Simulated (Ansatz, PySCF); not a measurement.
silicon monoxide cation (OSi), SMILES O=[Si] (connectivity only; charge and spin as stated), charge +1, multiplicity 2. Atoms are numbered in the order given.

```xyz
2

Si     0.0000     0.0000    -0.5588
O      0.0000     0.0000     0.9639
```
Charge +1, spin multiplicity 2.

Geometry optimised at B3LYP-D3(BJ)/def2-TZVPD. The multiplicity is an assumed one; other spin states were not compared.

Two levels are set side by side: PBE-D3(BJ)/def2-TZVPD (Ansatz, a first-principles code) and B3LYP-D3(BJ)/def2-TZVPD (Ansatz). Each level has its own optimised geometry; the coordinates shown are those of the second. Frequencies come from the Hessian of PySCF at each geometry. Differences are taken from unrounded values.

```csv
quantity,B3LYP-D3(BJ)
bond Si1–O2 (Å),1.523
highest harmonic wavenumber (cm⁻¹),1142
mean harmonic wavenumber (cm⁻¹),1142
zero-point energy (kcal/mol),1.63
```

What does PBE-D3(BJ) give, and how far is it from B3LYP-D3(BJ)? (An estimate is asked for; the answer gives what the named calculation found.)


| quantity | PBE-D3(BJ) | PBE-D3(BJ) minus B3LYP-D3(BJ) |
|---|---|---|
| bond Si1–O2 (Å) | 1.529 | 0.006 |
| highest harmonic wavenumber (cm⁻¹) | 1148 | 6 |
| mean harmonic wavenumber (cm⁻¹) | 1148 | 6 |
| zero-point energy (kcal/mol) | 1.64 | 0.01 |

Here PBE gives about what the other level gives.
